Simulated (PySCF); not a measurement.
Isomers of C5H9N: computed energies against enthalpies of formation

**What was measured.**

From CRC Handbook of Chemistry and Physics, for the gas at 298.15 K: enthalpy of formation of `CC(C)(C)C#N` -2.3 kJ/mol; enthalpy of formation of `CCCCC#N` (pentanenitrile) 10.5 kJ/mol.

The runs below try to reproduce these values; the comparison stands at the end.

Differences of these values give the isomerisation enthalpies. Geometries: PBE0-D3(BJ)/def2-SVP; runs in PySCF, gas phase, with a dispersion term only where the level names one. Total electronic energies (Eh):

```json
{"SMILES": "CC(C)(C)C#N", "PBE0-D3(BJ)/def2-SVP": "-250.21570", "CAM-B3LYP/def2-SVPD": "-250.37940", "B3LYP/def2-SVPD": "-250.52742", "BHandHLYP/def2-SVPD": "-250.36003", "HF/def2-SVPD": "-248.85450", "LDA/def2-SVPD": "-248.23605"}
{"SMILES": "CCCCC#N", "PBE0-D3(BJ)/def2-SVP": "-250.21376", "CAM-B3LYP/def2-SVPD": "-250.37764", "B3LYP/def2-SVPD": "-250.52684", "BHandHLYP/def2-SVPD": "-250.35905", "HF/def2-SVPD": "-248.85427", "LDA/def2-SVPD": "-248.23229"}
```

Zero-point and thermal terms are left out, so the computed numbers are electronic energies.

**Comparison with experiment**

Relative to `CC(C)(C)C#N`, the lowest by measurement, in kJ/mol (measured: enthalpies at 298.15 K; computed: electronic energies):

```csv
SMILES,measured,PBE0-D3(BJ)/def2-SVP,CAM-B3LYP/def2-SVPD,B3LYP/def2-SVPD,BHandHLYP/def2-SVPD,HF/def2-SVPD,LDA/def2-SVPD
CC(C)(C)C#N,0.0,0.0,0.0,0.0,0.0,0.0,0.0
CCCCC#N,12.8,5.1,4.6,1.5,2.6,0.6,9.9
```

Measured values: -2.3 kJ/mol (298.15 K; CRC Handbook of Chemistry and Physics) for the first row; the others come from the same table. Unsigned miss: LDA/def2-SVPD 2.9, PBE0-D3(BJ)/def2-SVP 7.7, CAM-B3LYP/def2-SVPD 8.2, BHandHLYP/def2-SVPD 10.2, B3LYP/def2-SVPD 11.3, HF/def2-SVPD 12.2 kJ/mol. One conformer stands for `CCCCC#N`, not necessarily the lowest, while the measurement averages over conformers. Where a level misses, the cause wasn't examined.
